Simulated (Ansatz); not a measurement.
## Other spins and charges of HSi–NH$_{2}$, singlet at one geometry

Geometry (PBE0/def2-TZVP stationary point for this spin, not checked as a minimum):

```yaml
atoms:
  - { symbol: Si, position_ang: [0.0000, -0.0811, 0.6246] }
  - { symbol: N, position_ang: [0.0000, 0.0494, -1.0775] }
  - { symbol: H, position_ang: [0.0000, 1.4343, 0.8505] }
  - { symbol: H, position_ang: [0.0000, 0.9052, -1.6101] }
  - { symbol: H, position_ang: [0.0000, -0.7657, -1.6709] }
```

Basis cc-pVDZ; Ansatz 0.2.0. Correlated methods freeze the noble-gas cores. Prefix R: restricted or restricted open-shell reference; prefix U: unrestricted. Active spaces: valence = (12e, 11o) chosen from the atoms' valence shells.

Gaps are energies of the second state less the first, at fixed atoms, for a selection of the levels run; each method lands on the state that its own search finds for that charge and spin.

Removing an electron, to the doublet: 8.542 eV at UCCSDT(Q).

```
                   level  gap (eV)  error (meV)
                     RHF     7.908         -634
                     UHF     7.820         -722
                    RMP2     8.439         -103
                    UMP2     8.419         -123
                    CISD     8.431         -111
                   RCCSD     8.559           17
                   UCCSD     8.556           14
                RCCSD(T)     8.550            8
                UCCSD(T)     8.550            8
                 BCCD(T)     8.553           11
                  RCCSDT     8.544            2
                  UCCSDT     8.544            2
               RCCSDT(Q)     8.545            3
  CASSCF (valence space)     7.662         -880
  NEVPT2 (valence space)     8.181         -361
  MRCISD (valence space)     8.412         -130
MRCISD+Q (valence space)     8.529          -13
                   SPW92     8.704          162
                     PBE     8.577           35
                  r2SCAN     8.558           16
                    PBE0     8.649          107
                   B3LYP     8.738          196
                 wB97M-V     8.759          217
                  B2PLYP     8.593           51
                 RPA-PBE     8.725          183
```

Task: PBE gives 2.416 eV for triplet less singlet. Estimate what UCCSDT(Q) gives in cc-pVDZ.

Result: UCCSDT(Q) in cc-pVDZ gives 2.562 eV, so against it PBE is off by -0.146 eV.

| level | gap (eV) | error (meV) |
| --- | --- | --- |
| UHF | 1.814 | -748 |
| RMP2 | 2.425 | -137 |
| UMP2 | 2.417 | -145 |
| RCCSD | 2.516 | -46 |
| UCCSD | 2.514 | -48 |
| RCCSDT(Q) | 2.563 | 1 |
| MRCISD (valence space) | 2.534 | -28 |
| PBE0 | 2.343 | -219 |
| B3LYP | 2.552 | -10 |
| RPA-PBE | 2.666 | 104 |

In so small a basis the reference is far from its limit while semilocal and hybrid functionals are nearer theirs (RPA and double hybrids share much of the reference's basis error), so the functionals' errors here hold much of the reference's basis and frozen-core error, which can add to them or hide them.

Full CI isn't at hand for all of this; UCCSDT(Q) serves as the reference, and is uncertain by about the last step of the cluster series. The frozen core follows each run's orbitals, which can shift R against U totals by a few meV.
